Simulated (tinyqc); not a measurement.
Inside a calculation. Method: UHF in the sto-3g basis, for LiH+, spin multiplicity 2. One step of it, computed by the program tinyqc.

Task: Iteration 2: building the Fock matrix. J_ij = sum D_kl (ij|kl) with D = D(alpha) + D(beta), K_ij = sum D_kl (ik|jl) for each spin; F = H + J - K(s); E = tr D H + tr D J / 2 - 0.5 sum_s tr D(s) K(s) + E_nn.

D(alpha) after iteration 1, order 1Li 1s, 1Li 2s, 1Li 2px, 1Li 2py, 1Li 2pz, 2H 1s:
```
[[0.999304, -0.022515, 0.000000, 0.000000, -0.035436, -0.091554],
 [-0.022515, 0.188806, 0.000000, 0.000000, 0.136971, 0.322219],
 [0.000000, 0.000000, 0.000000, 0.000000, 0.000000, 0.000000],
 [0.000000, 0.000000, 0.000000, 0.000000, 0.000000, 0.000000],
 [-0.035436, 0.136971, 0.000000, 0.000000, 0.099733, 0.234774],
 [-0.091554, 0.322219, 0.000000, 0.000000, 0.234774, 0.552733]]
```

D(beta) after iteration 1, order 1Li 1s, 1Li 2s, 1Li 2px, 1Li 2py, 1Li 2pz, 2H 1s:
```
[[0.987281, 0.025074, 0.000000, 0.000000, -0.002178, -0.002034],
 [0.025074, 0.000637, 0.000000, 0.000000, -0.000055, -0.000052],
 [0.000000, 0.000000, 0.000000, 0.000000, 0.000000, 0.000000],
 [0.000000, 0.000000, 0.000000, 0.000000, 0.000000, 0.000000],
 [-0.002178, -0.000055, 0.000000, 0.000000, 0.000005, 0.000004],
 [-0.002034, -0.000052, 0.000000, 0.000000, 0.000004, 0.000004]]
```

core Hamiltonian H = T + V (hartree), order 1Li 1s, 1Li 2s, 1Li 2px, 1Li 2py, 1Li 2pz, 2H 1s:
```
[[-4.582782, -1.027186, 0.000000, 0.000000, -0.004597, -0.008805],
 [-1.027186, -1.280284, 0.000000, 0.000000, -0.054118, -0.162328],
 [0.000000, 0.000000, -1.041411, 0.000000, 0.000000, 0.000000],
 [0.000000, 0.000000, 0.000000, -1.041411, 0.000000, 0.000000],
 [-0.004597, -0.054118, 0.000000, 0.000000, -1.076048, -0.246117],
 [-0.008805, -0.162328, 0.000000, 0.000000, -0.246117, -0.996642]]
```

Two-electron integrals (ij|kl) in chemists' order, unique and non-zero (hartree):
```
(11|11) 1.680395   (21|11) 0.265420   (21|21) 0.049941   (22|11) 0.397727
(22|21) 0.092860   (22|22) 0.290562   (31|31) 0.008981   (32|31) 0.013788
(32|32) 0.064184   (33|11) 0.396640   (33|21) 0.092880   (33|22) 0.290497
(33|33) 0.312946   (41|41) 0.008981   (42|41) 0.013788   (42|42) 0.064184
(43|43) 0.016869   (44|11) 0.396640   (44|21) 0.092880   (44|22) 0.290497
(44|33) 0.279207   (44|44) 0.312946   (51|51) 0.008981   (52|51) 0.013788
(52|52) 0.064184   (53|53) 0.016869   (54|54) 0.016869   (55|11) 0.396640
(55|21) 0.092880   (55|22) 0.290497   (55|33) 0.279207   (55|44) 0.279207
(55|55) 0.312946   (61|11) 0.001879   (61|21) 0.000369   (61|22) 0.000747
(61|33) 0.000732   (61|44) 0.000732   (61|51) 0.000063   (61|52) 0.000133
(61|55) 0.000777   (61|61) 3.34e-06   (62|11) 0.027868   (62|21) 0.006698
(62|22) 0.025923   (62|33) 0.024373   (62|44) 0.024373   (62|51) 0.000883
(62|52) 0.008085   (62|55) 0.028987   (62|61) 0.000067   (62|62) 0.006643
(63|31) 0.000204   (63|32) 0.001482   (63|53) 0.000801   (63|63) 0.000208
(64|41) 0.000204   (64|42) 0.001482   (64|54) 0.000801   (64|64) 0.000208
(65|11) 0.042370   (65|21) 0.010198   (65|22) 0.039813   (65|33) 0.037290
(65|44) 0.037290   (65|51) 0.001371   (65|52) 0.012695   (65|55) 0.044807
(65|61) 0.000102   (65|62) 0.010569   (65|65) 0.016836   (66|11) 0.176687
(66|21) 0.042605   (66|22) 0.174843   (66|33) 0.163792   (66|44) 0.163792
(66|51) 0.004596   (66|52) 0.052990   (66|55) 0.196601   (66|61) 0.000412
(66|62) 0.062869   (66|65) 0.101138   (66|66) 0.774606
```

nuclear repulsion = 0.53006065 hartree

Give: Coulomb J; exchange K(alpha); exchange K(beta); F(alpha); F(beta); total energy of this density.

Result:

Coulomb J (hartree), order 1Li 1s, 1Li 2s, 1Li 2px, 1Li 2py, 1Li 2pz, 2H 1s:
```
[[3.5897, 0.5870, 0.0000, 0.0000, 0.0068, 0.0043],
 [0.5870, 1.0065, 0.0000, 0.0000, 0.0570, 0.1093],
 [0.0000, 0.0000, 0.9949, 0.0000, 0.0000, 0.0000],
 [0.0000, 0.0000, 0.0000, 0.9949, 0.0000, 0.0000],
 [0.0068, 0.0570, 0.0000, 0.0000, 1.0229, 0.1702],
 [0.0043, 0.1093, 0.0000, 0.0000, 0.1702, 0.9342]]
```

exchange K(alpha) (hartree), order 1Li 1s, 1Li 2s, 1Li 2px, 1Li 2py, 1Li 2pz, 2H 1s:
```
[[1.6775, 0.2742, 0.0000, 0.0000, 0.0002, 0.0016],
 [0.2742, 0.1299, 0.0000, 0.0000, 0.0748, 0.1168],
 [0.0000, 0.0000, 0.0236, 0.0000, 0.0000, 0.0000],
 [0.0000, 0.0000, 0.0000, 0.0236, 0.0000, 0.0000],
 [0.0002, 0.0748, 0.0000, 0.0000, 0.0900, 0.1377],
 [0.0016, 0.1168, 0.0000, 0.0000, 0.1377, 0.5219]]
```

exchange K(beta) (hartree), order 1Li 1s, 1Li 2s, 1Li 2px, 1Li 2py, 1Li 2pz, 2H 1s:
```
[[1.6724, 0.2733, 0.0000, 0.0000, -0.0010, 0.0021],
 [0.2733, 0.0541, 0.0000, 0.0000, -0.0003, 0.0004],
 [0.0000, 0.0000, 0.0096, 0.0000, 0.0000, 0.0000],
 [0.0000, 0.0000, 0.0000, 0.0096, 0.0000, 0.0000],
 [-0.0010, -0.0003, 0.0000, 0.0000, 0.0096, 0.0001],
 [0.0021, 0.0004, 0.0000, 0.0000, 0.0001, 0.0000]]
```

F(alpha) (hartree), order 1Li 1s, 1Li 2s, 1Li 2px, 1Li 2py, 1Li 2pz, 2H 1s:
```
[[-2.6706, -0.7144, 0.0000, 0.0000, 0.0020, -0.0061],
 [-0.7144, -0.4037, 0.0000, 0.0000, -0.0720, -0.1698],
 [0.0000, 0.0000, -0.0700, 0.0000, 0.0000, 0.0000],
 [0.0000, 0.0000, 0.0000, -0.0700, 0.0000, 0.0000],
 [0.0020, -0.0720, 0.0000, 0.0000, -0.1431, -0.2136],
 [-0.0061, -0.1698, 0.0000, 0.0000, -0.2136, -0.5844]]
```

F(beta) (hartree), order 1Li 1s, 1Li 2s, 1Li 2px, 1Li 2py, 1Li 2pz, 2H 1s:
```
[[-2.6655, -0.7135, 0.0000, 0.0000, 0.0032, -0.0066],
 [-0.7135, -0.3279, 0.0000, 0.0000, 0.0031, -0.0534],
 [0.0000, 0.0000, -0.0561, 0.0000, 0.0000, 0.0000],
 [0.0000, 0.0000, 0.0000, -0.0561, 0.0000, 0.0000],
 [0.0032, 0.0031, 0.0000, 0.0000, -0.0627, -0.0760],
 [-0.0066, -0.0534, 0.0000, 0.0000, -0.0760, -0.0625]]
```

total energy of this density = -7.564533 hartree
